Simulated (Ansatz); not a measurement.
System: rock-salt HfN. Method: LDA (Ansatz, an electronic-structure program, PAW).

Numerical settings: plane-wave cutoff 520 eV, 22×22×22 k mesh, Fermi–Dirac smearing 0.05 eV, scalar-relativistic PAW data made under PBE.

Cell (relaxed at this level):

Space group Fm-3m (No. 225); a = 4.4677 Å, b = 4.4677 Å, c = 4.4677 Å, α = 90.00°, β = 90.00°, γ = 90.00°

```
atom  site  symmetry       x       y       z
----  ----  --------  ------  ------  ------
Hf      4a      m-3m  0.0000  0.0000  0.0000
N       4b      m-3m  0.5000  0.5000  0.5000
```
(The calculation used a cell of 2 atoms; values per cell refer to that cell.)

Task: Estimate the bulk modulus and pressure derivative B′ of the bulk modulus that the calculation returns.

Result: 
bulk modulus: 302 GPa
pressure derivative B′ of the bulk modulus: 4.3

The run finds no gap.

Measured, for comparison: bulk modulus 260 GPa (room temperature, not corrected to a static lattice, our sources range from 260 to 306; as tabulated in Synthesis of Binary Transition Metal Nitrides, Carbides and Borides from the …). Computed (rounded) less measured: bulk modulus not scored (sources differ).

Spin–orbit coupling is not included.

Static lattice: no zero-point or thermal effects.

Computing time: roughly 90 core-seconds.
